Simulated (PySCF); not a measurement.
Formic acid, CH2O2.
Numbering: `[O:1]=[CH:2][OH:3]` (hydrogens: H4 on C2; H5 on O3)

Level of theory: PySCF, TDDFT CAM-B3LYP/aug-cc-pVTZ, vertical, gas phase, core orbitals frozen in the response. The structure is a single PBE0-D3(BJ)/def2-TZVP conformer in the gas phase; no vibrational or solvent corrections. Torsions of this conformer, `[O:1]=[CH:2][OH:3]`: H–O3–C2–O1 0°.

Question: List the vertical singlet excitations with oscillator strengths and describe the spectrum.

Answer: 

```json
{"state": "S1", "E (eV)": "5.86", "λ (nm)": "211.4", "ν̃ (cm⁻¹)": "47290", "f": "0.0010", "|μ| (D)": "0.21", "symmetry": "–", "main configurations (H = HOMO, L = LUMO)": "H→L+2 (90%), H→L+4 (8%)"}
{"state": "S2", "E (eV)": "7.58", "λ (nm)": "163.7", "ν̃ (cm⁻¹)": "61100", "f": "0.027", "|μ| (D)": "0.97", "symmetry": "A′", "main configurations (H = HOMO, L = LUMO)": "H→L (79%)"}
{"state": "S3", "E (eV)": "8.09", "λ (nm)": "153.3", "ν̃ (cm⁻¹)": "65220", "f": "0.046", "|μ| (D)": "1.22", "symmetry": "A′", "main configurations (H = HOMO, L = LUMO)": "H→L+1 (84%)"}
{"state": "S4", "E (eV)": "8.35", "λ (nm)": "148.5", "ν̃ (cm⁻¹)": "67340", "f": "0.0025", "|μ| (D)": "0.28", "symmetry": "A″", "main configurations (H = HOMO, L = LUMO)": "H-1→L (82%)"}
{"state": "S5", "E (eV)": "8.62", "λ (nm)": "143.8", "ν̃ (cm⁻¹)": "69550", "f": "0.133", "|μ| (D)": "2.02", "symmetry": "A′", "main configurations (H = HOMO, L = LUMO)": "H-1→L+2 (61%), H→L+3 (20%)"}
{"state": "S6", "E (eV)": "8.94", "λ (nm)": "138.7", "ν̃ (cm⁻¹)": "72080", "f": "0.0091", "|μ| (D)": "0.52", "symmetry": "A″", "main configurations (H = HOMO, L = LUMO)": "H→L+4 (89%)"}
{"state": "S7", "E (eV)": "9.02", "λ (nm)": "137.4", "ν̃ (cm⁻¹)": "72760", "f": "0.105", "|μ| (D)": "1.75", "symmetry": "A′", "main configurations (H = HOMO, L = LUMO)": "H→L+3 (68%), H-1→L+2 (13%), H→L (9%)"}
{"state": "S8", "E (eV)": "9.24", "λ (nm)": "134.2", "ν̃ (cm⁻¹)": "74510", "f": "0.0017", "|μ| (D)": "0.22", "symmetry": "–", "main configurations (H = HOMO, L = LUMO)": "H-1→L+1 (84%)"}
{"state": "S9", "E (eV)": "9.40", "λ (nm)": "131.8", "ν̃ (cm⁻¹)": "75850", "f": "0.0001", "|μ| (D)": "0.05", "symmetry": "–", "main configurations (H = HOMO, L = LUMO)": "H-2→L+2 (90%)"}
{"state": "S10", "E (eV)": "9.83", "λ (nm)": "126.2", "ν̃ (cm⁻¹)": "79250", "f": "0.018", "|μ| (D)": "0.70", "symmetry": "A′", "main configurations (H = HOMO, L = LUMO)": "H→L+5 (71%), H→L+7 (13%)"}
```

Triplets (Tamm–Dancoff): T1 5.33 eV, H→L+2 (89%); T2 6.14 eV, H-1→L+2 (85%); T3 7.39 eV, H→L (82%), H→L+5 (9%); T4 7.99 eV, H→L+1 (82%), H→L+6 (9%).

The lowest singlet lies at 5.86 eV (211 nm, ultraviolet) and is very weak; its leading configuration is HOMO→LUMO+2 (90%). The strongest level in the table is S5 at 8.62 eV (144 nm, f = 0.133). Löwdin shares by element: HOMO oxygen 74%, carbon 18%, hydrogen 6% or more; LUMO hydrogen 87%, oxygen 6% or more, carbon 5%. Orbital energies (eV): HOMO-3 -14.69, HOMO-2 -13.35, HOMO-1 -11.26, HOMO -10.14, LUMO 0.22, LUMO+1 0.55, LUMO+2 0.80. The listed states span 3.96 eV, and the widest gap between neighbours is 1.71 eV (S1 to S2). Of the 10 states listed, 5 reach f = 0.01 and 1 stays under 0.0005. Symmetry labels in Cs follow from the direction of the transition dipole and are given only for states with f of 0.002 or more. Only the lowest 10 singlets were computed, as vertical energies without vibronic structure.

Time: 15 s; peak memory 0.60 GiB. Hardware: one thread of an Arm Neoverse N1, on a shared host.
